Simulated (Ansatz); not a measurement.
A made-up structure of SiNH₄ (charge -1), singlet:

N1  (0.577, -0.849, 0.935)
Si2  (-0.151, 0.254, -0.065)
H3  (0.461, -1.006, -0.304)
H4  (-1.355, -0.151, -0.933)
H5  (0.665, 0.996, -1.138)
H6  (-0.722, 1.403, 0.737)
(Å)

It is relaxed with PBE-D4/def2-SVPD and then PBE0-D4/def2-TZVPD (Ansatz 0.2.0). Atoms count as bonded within 1.22 times the sum of their covalent radii (H–H: 0.88 Å). The end point is not checked to be a true minimum.

Does its bonding change? (A judgement: the text doesn't fix the answer.)

Computed: Yes. Formed: N1–H3; broken: Si2–H3.

Where it ends: The first stage lowers the energy by 2.35 eV in 10 steps. It ends as SiNH₄ ([NH][SiH3]), total charge -1:
```xyz
6
angstrom
N 0.5157 -0.8486 0.6789
Si -0.2340 0.3700 -0.1571
H 0.8740 -1.6059 0.1038
H -1.4954 0.0867 -0.9924
H 0.5424 1.2029 -1.1928
H -0.7275 1.4412 0.7917
```

Labels in which every atom is bracketed show which atoms are joined, not bond orders.

For scale, one of the runs: PBE0-D4/def2-TZVPD relaxation, 116 basis functions, launched by `ansatz run in.yaml --threads 2 --pin off --events-out ev --progress --plain --max-ram 4352MiB`. Hardware: 2 CPU threads of an Arm Neoverse V2, shared host. Wall time about 9 s.
